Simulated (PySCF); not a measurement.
**EPR parameters of C4H9S**

C₄H₉S (doublet state).
Atom-mapped SMILES: `[CH2:1][C@@H:2]([SH:3])[CH2:4][CH3:5]` (hydrogens: H6, H7 on C1; H8 on C2; H9 on S3; H10, H11 on C4; H12, H13, H14 on C5)

Geometry (GFN2-xTB, Å), atoms numbered from 1 in this order:
```
atom  x, y, z in Å
C1     0.6273   -0.6638   -1.3885
C2     0.7098   -0.4357    0.0177
S3     2.5061    0.2713    0.3360
C4    -0.2812    0.5522    0.6056
C5    -1.6878   -0.0394    0.6105
H6     0.3048    0.1247   -2.0448
H7     1.0841   -1.5286   -1.8306
H8     0.7744   -1.3510    0.6068
H9     2.3324    1.3569   -0.4126
H10    0.0143    0.8012    1.6264
H11   -0.2718    1.4714    0.0146
H12   -1.7208   -0.9407    1.2184
H13   -2.3965    0.6767    1.0189
H14   -1.9957   -0.2955   -0.4007
```

The hyperfine couplings belong to this conformer and change with its torsions.

Method: PySCF, UKS B3LYP, pcH-1 on C H S, non-relativistic, mean-field spin-orbit, GIAO. Geometry: GFN2-xTB, one conformer, isolated molecule. Couplings are sensitive to structure, and on GFN2-xTB geometries they can be far from those on DFT ones. Stability of the SCF solution: not tested.

* g1, g2, g3: 1.99981, 2.00204, 2.00424
* g_iso: 2.00203
* Form of g: rhombic: the two nearest values differ by 50 % of g3 − g1
* ⟨S²⟩: 0.7572 (exact 0.7500)
* HOMO–LUMO gap, α and β orbitals: 5.86, 4.37 eV

Hyperfine couplings atom by atom, in MHz; T1 to T3 are the principal values of the dipolar part:

```csv
atom,isotope,a_iso,of which spin–orbit,T1,T2,T3,Mulliken spin population
C1,13C,79.0,-0.1,-74.4,-73.3,147.7,0.94
C2,13C,-21.9,0.0,-8.3,1.7,6.6,-0.10
S3,33S,28.1,0.1,-26.7,-24.4,51.1,0.22
C4,13C,5.2,0.0,-1.3,-1.0,2.3,0.00
C5,13C,1.6,0.0,-1.0,-0.6,1.6,0.00
H6,1H,-54.6,0.0,-35.3,-0.6,35.9,-0.04
H7,1H,-53.8,0.0,-34.9,-1.1,36.0,-0.04
H8,1H,33.8,0.0,-5.7,-2.5,8.2,0.01
H9,1H,-6.7,0.1,-8.4,0.1,8.3,0.00
H10,1H,-0.8,0.0,-1.9,-0.8,2.7,0.00
H11,1H,-1.7,0.0,-3.0,-2.0,5.0,0.00
H12,1H,0.2,0.0,-1.5,-1.5,3.0,0.00
H13,1H,-0.3,0.0,-1.2,-0.9,2.1,0.00
H14,1H,2.1,0.0,-4.1,-2.5,6.6,0.00
```

The largest Mulliken spin populations are on C1 (+0.94), S3 (+0.22) and C2 (-0.10). The angles at C1 add up to 358.6°, so it is planar; its axial dipolar tensor and the negative couplings of its protons fit spin in a p orbital normal to that plane.

Axes: g1 points within 10° of the C2–C4 bond.

Under fast tumbling the dipolar parts average out, and these isotropic splittings remain: 1 × 1H (H6, I = 1/2, 2 lines) with 1.95 mT, 1 × 1H (H7, I = 1/2, 2 lines) with 1.92 mT, 1 × 1H (H8, I = 1/2, 2 lines) with 1.21 mT, 1 × 1H (H9, I = 1/2, 2 lines) with 0.24 mT and 1 × 1H (H11, I = 1/2, 2 lines) with 0.06 mT.

H6 and H7 aren't averaged: C1 is flat or nearly so (angle sum 359°), and its turn about the short C1–C2 bond (1.43 Å) is taken as slow.

The 13C coupling of C1 (79.0 MHz) shows only in satellite lines or after enrichment, since that isotope makes up about 1.07 % of natural carbon.

The 33S coupling of S3 (28.1 MHz) shows only in satellite lines or after enrichment, since that isotope makes up about 0.76 % of natural sulfur.

The spin density at the nucleus, in bohr⁻³, is negative for C2 (-0.0195), H6 (-0.0122) and H7 (-0.0120), for instance. A restricted open-shell determinant has no negative spin density anywhere; here it arises because α and β orbitals differ (spin polarisation).
